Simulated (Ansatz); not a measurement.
Results of LDA in Ansatz (PAW) for rutile PbO₂.

Total energies, extrapolated to zero smearing (they compare only within this program, potentials and cutoff; free atoms with spin allowed, lowest state found):

| system | energy (eV/atom) |
|---|---|
| rutile PbO₂, relaxed | -4236.7977 |
| free Pb atom | -11598.5854 |
| free O atom | -548.5492 |

Q: Work out the cohesive energy per atom.

A: E_coh = [1 × (-11598.5854) + 2 × (-548.5492)]/3 − (-4236.7977) = 4.90 eV/atom. The reference value is 3.37 ± 0.03 eV/atom (derived here from tabulated measurements, copied from a table, unchecked, brought to a static lattice with a Debye model, atoms in their spin–orbit ground levels; inputs from the CRC Handbook), not set against a level without spin–orbit coupling.

Spin–orbit coupling, which matters for such heavy atoms, is left out.

The PAW data were made under PBE.

Ansatz is a quantum-chemistry and plane-wave program.
